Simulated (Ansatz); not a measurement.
## Structure relaxation of Zn₂Sb₃

Computed with DFT PBE, scalar-relativistic, plane waves, PAW in Ansatz 0.2.0. Cutoff 420 eV, Γ-centred k mesh, Gaussian smearing, no spin polarisation in the final step.

Zn₂Sb₃ was placed on the tetradymite structure type (R-3m, No. 166), with Zn in place of Bi, Sb in place of Te, at a guessed volume.

```
Zn Sb
1.0
     1.91819    1.10747    8.89179
    -1.91819    1.10747    8.89179
     0.00000   -2.21494    8.89179
Zn Sb
2 3
Cartesian
  0.0000 0.0000 10.6701
  0.0000 0.0000 16.0052
  0.0000 0.0000 0.0000
  0.0000 0.0000 5.5885
  0.0000 0.0000 21.0869
```

Steps on the 6×6×6 mesh (5 atoms). 6 of 6 steps are shown, and the free energy counts from the last. Trial steps that were taken back and renewals of the plane-wave basis can be among the rows.

| step | ΔF (meV/atom) | V (Å³/atom) | P (GPa) | largest force component (eV/Å) |
| --- | --- | --- | --- | --- |
| 1 | 93.6 | 22.67 | 4.24 | 0.749 |
| 2 | 23.6 | 24.26 | 0.31 | 0.379 |
| 3 | 5.3 | 24.57 | -0.35 | 0.226 |
| 4 | 8.1 | 24.32 | 0.81 | 0.479 |
| 5 | 1.0 | 24.51 | 0.02 | 0.027 |
| 6 | 0.0 | 24.51 | 0.08 | 0.027 |

A final relaxation ran on a 12×12×12 mesh. The relaxed crystal, R-3m (No. 166):

```cif
data_structure
_symmetry_space_group_name_H-M 'R-3m:H'
_symmetry_Int_Tables_number 166
_cell_length_a 4.1537
_cell_length_b 4.1537
_cell_length_c 24.7490
_cell_angle_alpha 90.000
_cell_angle_beta 90.000
_cell_angle_gamma 120.000
_cell_volume 369.78
loop_
_atom_site_label
_atom_site_type_symbol
_atom_site_symmetry_multiplicity
_atom_site_Wyckoff_symbol
_atom_site_fract_x
_atom_site_fract_y
_atom_site_fract_z
_atom_site_occupancy
Zn1 Zn 6 c 0.66667 0.33333 0.72556 1
Sb1 Sb 3 a 0.00000 0.00000 0.00000 1
Sb2 Sb 6 c 0.33333 0.66667 0.86988 1
```

- Volume per atom: 24.65 Å³
- Density: 6.68 g/cm³
- Energy over the elements: 0.08 eV/atom
- Gap on the 12×12×12 mesh: 0 eV (a metal)

The zero of energy is the elements' standard structures at the same level; no fitted shifts are applied.

The final run used a 12×12×12 mesh on its 5-atom cell and 0.10 eV smearing. The k mesh leaves about 4 meV/atom of noise in metals. Spin–orbit coupling is left out.

A structure relaxed within its symmetry needn't be a true minimum.

Cost: 3 runs of about 6.9 core-minutes in all, on Arm Neoverse V2 (shared hosts).